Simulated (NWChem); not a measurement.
System: BF₃; SMILES B(F)(F)F

Here is an NWChem input.

```
start job
memory heap 200 mb stack 900 mb global 1100 mb
geometry units angstroms noautosym nocenter noautoz
  B      0.000000     0.000000    -0.002283
  F     -0.346040    -1.264688     0.000341
  F     -0.922233     0.932023     0.000341
  F      1.268272     0.332665     0.000341
end
basis spherical
  B library cc-pvdz
  F library cc-pvdz
end
dft
  xc xpbe96 cpbe96
  iterations 150
  vectors input atomic output neutral.movecs
end
task dft energy
charge 1
dft
  odft
  mult 2
  vectors input atomic output cation.movecs
end
task dft energy
```

Structure relaxed at the PBE0-D3(BJ)/def2-TZVP level.

Ions are spin-unrestricted doublets at the neutral geometry; other ion states weren't tried.

**Question.** Give the results of this calculation. (PBE/cc-pVDZ, vertical spin-unrestricted ions.) Quantities: basis functions; vertical ionisation energy, ΔSCF (eV); −ε(HOMO) (eV).

**Answer.** 
- number of basis functions = 56
- vertical ionisation energy, ΔSCF (eV) = 14.18
- −ε(HOMO) (eV) = 9.56
